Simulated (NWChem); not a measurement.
**Extrapolating the CCSD(T) correlation energy of ClNa**

```
Na
Cl 1 2.3404
```
Charge 0, spin multiplicity 1.

The numbers come from NWChem runs, not from measurements. Structure: optimised with B3LYP/def2-SVP, a minimum by its harmonic frequencies.

The correlated methods keep 6 core orbitals frozen. The structure started from a generated list of species. Coupled-cluster values serve here as a point of comparison, not as the truth.

Worked example. The CCSD(T) correlation energy is -156.04 mHa in cc-pVDZ and -236.89 mHa in cc-pVTZ. The form E(X) = E∞ + A/X³ turns the pair into an estimate of the basis-set limit.

E∞ = (3³·(-236.89) − 2³·(-156.04))/(3³ − 2³) = -270.9 mHa. The larger basis holds 87 % of that, at about 4 times the processor time of the smaller one. This is a two-point estimate, and a rough one from so small a pair.
